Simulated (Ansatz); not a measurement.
Gas-phase electronic energies from Ansatz, PBE0-D4/def2-TZVP geometries. CCSD(T)/CBS is the MP2 limit (def2-TZVPP, def2-QZVPP) plus CCSD(T) − MP2 in def2-TZVPP, frozen cores. This one scheme is used for every species. DFT in def2-TZVPP. Each species was taken in one conformer, which may not be the lowest.

`C=C(O)OCF` + H₂ → `C=C(O)OC` + H–F  (hydrogenolysis of a C–F bond)

CCSD(T)/CBS gives -0.97 eV.

**Question.** Another level gave -0.83 eV. Which?
A. ωB97X-V/def2-TZVPP
B. MP2/def2-TZVPP
C. HF/def2-TZVPP
D. CCSD(T)/def2-TZVPP

**Answer.** A. ωB97X-V -0.83, MP2/def2-TZVPP -0.98, HF/def2-TZVPP -0.88, CCSD(T)/def2-TZVPP -0.92 eV.

Largest T1 diagnostic among the species: 0.012.

From PBE to PBE0 (25 % exact exchange), in def2-TZVPP and without D4, ΔE moves by −0.05 eV. In def2-TZVPP, CCSD(T) changes the Hartree–Fock value by −0.04 eV (the triples alone add +0.02 eV) and MP2 by −0.10 eV.
